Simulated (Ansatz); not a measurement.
# wB97X/STO-3G run of HNO (nitroxyl)

Aim: the vertical electron affinity of HNO (nitroxyl) at wB97X/STO-3G, from 2 runs. 

The calculation is run with Ansatz 0.2.0.

50 further runs of the same task are left out: 1 that didn't finish, 49 set aside as unsound or not needed.

### Step 1. The system as given

HNO has 3 atoms, charge 0, and is taken as a singlet. As SMILES, `N=O`. The coordinates come from a PBE0-D4/def2-TZVP relaxation.

Bond lengths: N1–O2 1.190 Å, N1–H3 1.063 Å. Angles: O2–N1–H3 108.9°.

### Step 2. A single-point energy at wB97X/STO-3G

Input file run.yaml:

```yaml
crystal:
  periodic: [false, false, false]
  atoms:
    - {symbol: "N", position_ang: [-0.283700, 0.312790, -0.117160]}
    - {symbol: O, position_ang: [0.755300, 0.397200, 0.456500]}
    - {symbol: H, position_ang: [-0.471600, -0.709980, -0.339350]}
basis:
  gaussian: {orbitals: STO-3G}
total_charge: 0
hamiltonian: {xc: {name: wB97X}}
accuracy: high
```

Command:

```console
$ ansatz run run.yaml --threads 1 --pin off --max-ram 3480MiB --events-out events.jsonl --progress --plain --runs-dir runs
```

The program printed:

```text
Warning: RAYON_NUM_THREADS=1 ignored (pool sized by the plan → 1); use --threads N
Functional definition: wB97X
  name "wB97X"
  parameter omega = 0.3/bohr
  parameter cx = 0.157706
  parameter cx1 = 0.726479
  parameter cx2 = 1.04760
  parameter cx3 = -5.70635
  parameter cx4 = 13.2794
  parameter css1 = -4.33879
  parameter css2 = 18.2308
  parameter css3 = -31.7430
  parameter css4 = 17.2901
  parameter cos1 = 2.37031
  parameter cos2 = -11.3995
  parameter cos3 = 6.58405
  parameter cos4 = -3.78132
  exchange = spin_sum(e_x_unif_sr(omega)*poly(b97_u_x, 1 - cx, cx1, cx2, cx3, cx4)) + cx*exact_x_sr(omega)
      + exact_x_lr(omega)
  correlation = spin_sum(e_c_pw_same_spin*poly(b97_u_same, 1, css1, css2, css3, css4))
      + integral(e_c_pw_opposite_spin*poly(b97_u_opposite, 1, cos1, cos2, cos3, cos4))
168 factors; integrals over basis functions are off by at most 3.7e-8 eV
93 factors; integrals over basis functions are off by at most 7.3e-10 eV
mean field evaluation 1: about -3500.8517 eV, gradient 1.5e1 eV
mean field evaluation 2: about -3500.8344 eV, gradient 1.7e1 eV
mean field evaluation 4: about -3501.5017 eV, gradient 1.1e-1 eV
mean field evaluation 8: about -3501.4822 eV, gradient 3.6e-4 eV
mean field evaluation 16: about -3501.4822 eV, gradient 4.7e-8 eV
mean field -3501.48222260 eV, -128.6770982906 hartree, gradient 4.7e-8 eV, S^2 0.000000; 0 other end points of the search recorded, 0 dependent functions left out
reference -3501.48222172 eV, -128.6770982583 hartree; 8, 8 occupied and 3, 3 virtual orbitals, 168 factors
Total energy: -3501.48222172 eV, -128.6770982583 hartree
```

Run time: 1.5 s. Hardware: 1 thread of AMD EPYC 7R43 (Zen 3), shared host; peak memory 0.17 GiB.

### Step 3. The doublet anion at the same level

Changes to run.yaml since step 2:

```diff
@@ -8,3 +8,4 @@
   gaussian: {orbitals: STO-3G}
-total_charge: 0
+magnetization: {spin_polarized: true, initial_magnetization: 1}
+total_charge: -1
 hamiltonian: {xc: {name: wB97X}}
```

Command:

```console
$ ansatz run run.yaml --threads 1 --pin off --max-ram 3480MiB --events-out events.jsonl --progress --plain --runs-dir runs
```

The program printed, cut to the lines that bear on the results:

```text
Warning: RAYON_NUM_THREADS=1 ignored (pool sized by the plan → 1); use --threads N
[... 2 set-up lines as earlier in the session ...]
[...]
      + exact_x_lr(omega)
[...]
      + integral(e_c_pw_opposite_spin*poly(b97_u_opposite, 1, cos1, cos2, cos3, cos4))
168 factors; integrals over basis functions are off by at most 3.7e-8 eV
93 factors; integrals over basis functions are off by at most 7.3e-10 eV
[...]
mean field -3495.89297444 eV, -128.4716972092 hartree, gradient 3.2e-8 eV, S^2 0.750646; 0 other end points of the search recorded, 0 dependent functions left out
reference -3495.89297355 eV, -128.4716971766 hartree; 9, 8 occupied and 2, 3 virtual orbitals, 168 factors
Total energy: -3495.89297355 eV, -128.4716971766 hartree
```

Run time: 2.7 s. Hardware: 1 thread of AMD EPYC 7R43 (Zen 3), shared host; peak memory 0.26 GiB.

### Step 4. What came out

Level: wB97X/STO-3G.

| quantity | value |
| --- | --- |
| singlet HNO: total energy | -128.67710 Eh |
| doublet anion: total energy | -128.47170 Eh |
| doublet anion: ⟨S²⟩ | 0.751 |
| vertical electron affinity (to the doublet anion) | -5.589 eV |

The anion lies 5.59 eV (539 kJ/mol) above the neutral: the electron isn't bound at this level, and such a value depends on the basis. Without diffuse functions anions come out too high. In a minimal basis such a difference can be off by several eV, whatever the method.
